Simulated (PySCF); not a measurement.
Species: C₄H₆F₂.
Atom-mapped SMILES: `[CH3:1][C@H:2]([F:3])/[CH:4]=[CH:5]\[F:6]` (hydrogens: H7, H8, H9 on C1; H10 on C2; H11 on C4; H12 on C5)

Method: PBE0-D3(BJ)/def2-SVP geometry optimisation, gas phase (PySCF 2.14.0); density fitting, grid level 1; the optimiser is geomeTRIC in internal coordinates, started from a GFN2-xTB structure with every atom displaced at random (about 0.01 Å).

Step 1: E = -9661.4253 eV
```
atom  x, y, z in Å  |  force x, y, z in eV/Å
C1     -1.5288    0.2408    0.2181    0.092  -0.026   0.297
C2     -0.3857   -0.3261   -0.5952    0.043   0.082  -0.038
F3     -0.7527   -1.5662   -1.0790   -0.070  -0.082  -0.050
C4      0.8568   -0.4996    0.2169    0.448   0.134   0.102
C5      1.8800    0.3568    0.2463   -0.429  -0.429  -0.218
F6      1.8866    1.4454   -0.5180    0.079   0.241   0.030
H7     -1.7069   -0.3860    1.1114   -0.008   0.102  -0.144
H8     -2.4486    0.2768   -0.3757   -0.112  -0.017  -0.109
H9     -1.2838    1.2608    0.5541   -0.021  -0.066  -0.018
H10    -0.1839    0.3241   -1.4664    0.012  -0.035   0.070
H11     0.9216   -1.3999    0.8351   -0.053   0.064   0.062
H12     2.7858    0.2399    0.8458    0.018   0.032   0.018
```

Step 2: E = -9661.4118 eV
```
atom  x, y, z in Å  |  force x, y, z in eV/Å
C1     -1.5294    0.2411    0.2192   -0.009  -0.014   0.014
C2     -0.3871   -0.3381   -0.5894   -0.078  -0.023   0.080
F3     -0.7692   -1.5777   -1.0693   -0.005  -0.011  -0.013
C4      0.8637   -0.5111    0.2133   -0.091   0.379  -0.403
C5      1.8718    0.3555    0.2112    0.450  -0.054   0.523
F6      1.9151    1.5031   -0.4662   -0.362  -0.269  -0.183
H7     -1.7229   -0.3761    1.1099   -0.008  -0.002  -0.020
H8     -2.4457    0.2777   -0.3885    0.007  -0.004  -0.003
H9     -1.2822    1.2599    0.5502   -0.004   0.004  -0.003
H10    -0.1810    0.3056   -1.4617   -0.004   0.008   0.005
H11     0.9337   -1.3974    0.8498    0.064   0.034  -0.024
H12     2.7737    0.2242    0.8151    0.039  -0.048   0.027
```

Step 3: E = -9661.4320 eV
```
atom  x, y, z in Å  |  force x, y, z in eV/Å
C1     -1.5285    0.2433    0.2189   -0.004  -0.007  -0.012
C2     -0.3842   -0.3341   -0.5886   -0.027   0.014   0.056
F3     -0.7670   -1.5729   -1.0715    0.019   0.002   0.007
C4      0.8677   -0.5087    0.2134   -0.048  -0.001  -0.112
C5      1.8829    0.3469    0.2222    0.026   0.060   0.206
F6      1.8725    1.4816   -0.4767   -0.009  -0.050  -0.107
H7     -1.7244   -0.3750    1.1072   -0.010  -0.018   0.001
H8     -2.4433    0.2802   -0.3920    0.026  -0.004   0.009
H9     -1.2829    1.2615    0.5522    0.001   0.013  -0.003
H10    -0.1771    0.3112   -1.4591   -0.005   0.006   0.000
H11     0.9333   -1.3967    0.8473    0.025  -0.014  -0.016
H12     2.7913    0.2292    0.8202    0.007   0.000  -0.029
```

**Question.** Estimate the geometry and energy of step 4. (The exact step hangs on the optimiser's Hessian estimate; all steps are aligned on step 3, rigid shifts and turns removed.)

**Answer.** E = -9661.4334 eV, largest force 0.155 eV/Å
```
atom  x, y, z in Å  |  force x, y, z in eV/Å
C1     -1.5324    0.2399    0.2223    0.017  -0.007   0.040
C2     -0.3826   -0.3256   -0.5843    0.011  -0.017  -0.015
F3     -0.7569   -1.5612   -1.0806   -0.019  -0.023  -0.013
C4      0.8648   -0.5055    0.2213    0.022   0.037   0.008
C5      1.8792    0.3523    0.2335    0.035  -0.113  -0.100
F6      1.8873    1.4478   -0.5258   -0.011   0.073   0.049
H7     -1.7331   -0.3905    1.1019   -0.005   0.004  -0.015
H8     -2.4416    0.2812   -0.3944   -0.011  -0.002  -0.014
H9     -1.2917    1.2557    0.5682   -0.006  -0.010  -0.003
H10    -0.1729    0.3290   -1.4476   -0.006  -0.002   0.008
H11     0.9302   -1.3968    0.8510   -0.025   0.039   0.048
H12     2.7901    0.2405    0.8280   -0.003   0.020   0.006
```

The energy changes by -0.0014 eV. The first-order estimate −F·Δx gives -0.0091 eV and the mean of the old and new forces, exact on a quadratic surface, -0.0013 eV. The step makes an angle of 66° with the force vector and moves no atom by more than 0.061 Å.

What follows is the cost of the whole optimisation. Time: 49 s; peak memory 0.47 GiB. Hardware: Arm Neoverse V2, one thread, no GPU, on a shared host.
